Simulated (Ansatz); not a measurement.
```yaml
crystal:
  periodic: [true, true, true]
  atoms:
    - {symbol: O, position_ang: [-0.713016, -0.233713, 1.549277]}
    - {symbol: C, position_ang: [-0.071907, -0.763207, 0.410699]}
    - {symbol: C, position_ang: [0.129071, 0.217050, -0.654012]}
    - {symbol: C, position_ang: [0.305528, 1.041673, -1.500868]}
    - {symbol: F, position_ang: [0.486774, 1.915354, -2.408840]}
    - {symbol: H, position_ang: [-0.227744, 0.547026, 1.829403]}
    - {symbol: H, position_ang: [0.897030, -1.211207, 0.669324]}
    - {symbol: H, position_ang: [-0.713536, -1.570175, 0.049317]}
basis:
  gaussian: {orbitals: "6-31G*", point_charges: [{charge: -1.00, position_ang: [4.369, 0.992, 0.655]}]}
hamiltonian: {xc: {name: wB97M-V}}
output: {forces: true}
```

```sh
$ ansatz run in.yaml --threads 2 --pin off --events-out ev --progress --plain --max-ram 4352MiB
```

It prints (some lines left out):

```
Error: YAML parse error: error: line 2 column 3: crystal: missing field `lattice` (a structure is typed as `lattice` and `atoms`, a molecule's as `atoms` in Å alone, or read from a run's directory, `checkpoint`)
 --> <input>:2:3
1 | crystal:
2 |   periodic: [true, true, true]
3 |   atoms:
4 |     - {symbol: O, position_ang: [-0.713016, -0.233713, 1.549277]}
```

Problem. What is wrong with this run?

Solution. The molecule is marked periodic without a cell. The program refused the input.
